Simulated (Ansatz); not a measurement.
2H MoTe2 was calculated with r²SCAN+rVV10 (Ansatz, an electronic-structure program, PAW).

Numerical settings: plane-wave cutoff 600 eV, 12×12×4 k mesh (along the axes of the cell as run), no spin polarisation, scalar-relativistic PAW data made under PBE.

Cell (relaxed at this level):

```cif
data_Mo2Te4
_chemical_formula_sum 'Te4 Mo2'
_space_group_name_H-M_alt 'P63/mmc'
_space_group_IT_number 194
_space_group_name_Hall '-P 6c 2c'
_cell_length_a 3.54192
_cell_length_b 3.54192
_cell_length_c 14.17913
_cell_angle_alpha 90.000
_cell_angle_beta 90.000
_cell_angle_gamma 120.000
loop_
_atom_site_label
_atom_site_type_symbol
_atom_site_symmetry_multiplicity
_atom_site_Wyckoff_symbol
_atom_site_fract_x
_atom_site_fract_y
_atom_site_fract_z
_atom_site_occupancy
Te1 Te 4 f 0.66667 0.33333 0.12344 1
Mo1 Mo 2 c 0.33333 0.66667 0.25000 1
```

Question: Give the computed elastic constant C33, elastic constant C44, Voigt–Reuss–Hill shear modulus (Hill average), Voigt–Reuss–Hill bulk modulus, Poisson ratio, elastic constant C11, elastic constant C12, elastic constant C13 and elastic constant C66.

Answer: 
- elastic constant C33: 43.3 GPa
- elastic constant C44: 18.3 GPa
- Voigt–Reuss–Hill shear modulus (Hill average): 29.7 GPa
- Voigt–Reuss–Hill bulk modulus: 39.4 GPa
- Poisson ratio: 0.199
- elastic constant C11: 129 GPa
- elastic constant C12: 32.5 GPa
- elastic constant C13: 11.4 GPa
- elastic constant C66: 48.0 GPa

Elastic constants are with the ions relaxed.

Spin–orbit coupling is not included.

It cost around 2.2 core-hours (rough) of CPU time.
